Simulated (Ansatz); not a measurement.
Molecular dynamics of BClFH₃

Input file:

```yaml
crystal:
  periodic: [false, false, false]
  atoms:
    - { symbol: B, position_ang: [-0.288156, 0.051787, -0.467485] }
    - { symbol: F, position_ang: [0.961798, 0.829465, 0.057158] }
    - { symbol: H, position_ang: [0.018924, -0.664799, -1.38703] }
    - { symbol: H, position_ang: [-1.264724, 0.758064, -0.439093] }
    - { symbol: H, position_ang: [0.805868, 0.066626, 0.99003] }
    - { symbol: Cl, position_ang: [-0.233808, -1.041144, 1.246521] }
magnetization:
  spin_polarized: true
basis:
  gaussian: { orbitals: def2-SVPD }
hamiltonian:
  xc: pbe
  dispersion: d4
md:
  timestep: 0.5
  n_steps: 200
  ensemble: nve
  temperature: 100.0
  initial_velocities: maxwell_boltzmann
  seed: 7130
```

Launched with:

```bash
$ ansatz run input.yaml --threads 2 --pin off --max-ram 3072MiB --backend cpu --events-out ev --progress --plain --runs-dir out
```

It starts at the highest image of a converged band, a first-order saddle point between two minima.

Output, in part (step lines, the closing report, with atoms numbered from 0):

```
md step     0: t =     0.00 fs  T =   100.0 K  F+E_penalty+E_count = -15949.79377677 eV  E_kin = 0.051704 eV  conserved = -15949.74207277 eV  (27 SCF iters)
md step     1: t =     0.50 fs  T =    99.3 K  F+E_penalty+E_count = -15949.79342651 eV  E_kin = 0.051356 eV  conserved = -15949.74207042 eV  (30 SCF iters)
md step     2: t =     1.00 fs  T =    97.4 K  F+E_penalty+E_count = -15949.79242716 eV  E_kin = 0.050366 eV  conserved = -15949.74206146 eV  (30 SCF iters)
md step     3: t =     1.50 fs  T =    94.5 K  F+E_penalty+E_count = -15949.79092523 eV  E_kin = 0.048877 eV  conserved = -15949.74204806 eV  (30 SCF iters)
md step     4: t =     2.00 fs  T =    91.1 K  F+E_penalty+E_count = -15949.78913738 eV  E_kin = 0.047104 eV  conserved = -15949.74203367 eV  (30 SCF iters)
md step     5: t =     2.50 fs  T =    87.6 K  F+E_penalty+E_count = -15949.78729749 eV  E_kin = 0.045276 eV  conserved = -15949.74202173 eV  (30 SCF iters)
md step     6: t =     3.00 fs  T =    84.3 K  F+E_penalty+E_count = -15949.78560046 eV  E_kin = 0.043585 eV  conserved = -15949.74201518 eV  (30 SCF iters)
md step     7: t =     3.50 fs  T =    81.5 K  F+E_penalty+E_count = -15949.78415746 eV  E_kin = 0.042142 eV  conserved = -15949.74201516 eV  (30 SCF iters)
[... lines left out ...]
Total energy: -15950.34107775 eV, -586.1642230778 hartree
Atom 0 at     0.105698     0.794336    -1.057245 Å, force     0.034045     0.462437     0.521076 eV/Å
Atom 1 at     1.180836     1.520147    -0.695100 Å, force    -0.135173    -0.301075    -0.207536 eV/Å
Atom 2 at     0.274164    -0.190962    -1.736160 Å, force     0.032824    -0.015372    -0.072515 eV/Å
Atom 3 at    -0.953152     1.220107    -0.621981 Å, force     0.050177    -0.186885    -0.200190 eV/Å
Atom 4 at     0.382702    -1.065015     2.604411 Å, force    -0.134060    -0.089664    -0.123517 eV/Å
Atom 5 at    -0.475380    -1.632159     1.798735 Å, force     0.152187     0.130559     0.082683 eV/Å
Dipole moment:     0.022330    -0.020242     0.122343 e Å
```

The steps, from the saved trajectory:

```csv
time (fs),T (K),potential energy less start (eV),conserved less start (meV/atom)
0.0,100,0.000,0.00
3.0,84,0.008,0.01
6.0,71,0.015,0.01
9.0,64,0.019,0.02
12.0,100,0.000,0.01
15.0,154,-0.028,0.02
18.0,260,-0.083,0.00
21.0,377,-0.143,0.01
24.0,517,-0.215,0.00
27.0,634,-0.276,0.00
30.0,739,-0.330,0.00
33.0,845,-0.385,0.00
36.0,934,-0.431,0.00
39.0,999,-0.465,0.00
42.0,1038,-0.485,0.00
45.0,1069,-0.501,0.01
48.0,1111,-0.523,0.00
51.0,1162,-0.549,0.00
54.0,1206,-0.572,0.00
57.0,1213,-0.575,0.00
60.0,1211,-0.574,0.00
63.0,1210,-0.574,0.01
66.0,1233,-0.586,0.00
69.0,1241,-0.590,0.01
72.0,1243,-0.591,0.00
75.0,1218,-0.578,0.01
78.0,1207,-0.572,0.00
81.0,1196,-0.566,0.01
84.0,1207,-0.572,0.00
87.0,1202,-0.570,0.00
90.0,1190,-0.563,0.00
93.0,1160,-0.548,0.01
96.0,1148,-0.542,0.01
99.0,1150,-0.543,0.01
```

The run went to its last step. The conserved energy stayed within 0.018 meV per atom of its start (net change -0.0033 meV per atom), so the integration is sound. The system heated up, since it started high on the potential surface and ran downhill. A run of 0.1 ps of so small a system gives no equilibrium averages. The orbitals stay closed-shell, which can raise the energy where a bond breaks towards radicals; this wasn't checked here.

The step under study would form B1–Cl6, F2–H5 and break B1–F2, H5–Cl6. These pairs go: B1–Cl6 2.03 → 3.79 Å, F2–H5 1.22 → 4.27 Å, B1–F2 1.56 → 1.35 Å, H5–Cl6 1.54 → 1.31 Å. In the last frame they stand as before the step (other bonds may differ from the relaxed reactants and products). It ends as BFH2 + ClH. Pairs count as bonded within 1.25 times the sum of covalent radii (0.12 Å more for H–H).

Last frame:

```xyz
6
Properties=species:S:1:pos:R:3
B 0.106 0.794 -1.057
F 1.181 1.520 -0.695
H 0.274 -0.191 -1.736
H -0.953 1.220 -0.622
H 0.383 -1.065 2.604
Cl -0.475 -1.632 1.799
```

The run took 4.4 min on 2 threads of Arm Neoverse V2, with other jobs on the host, peak memory 0.17 GiB.
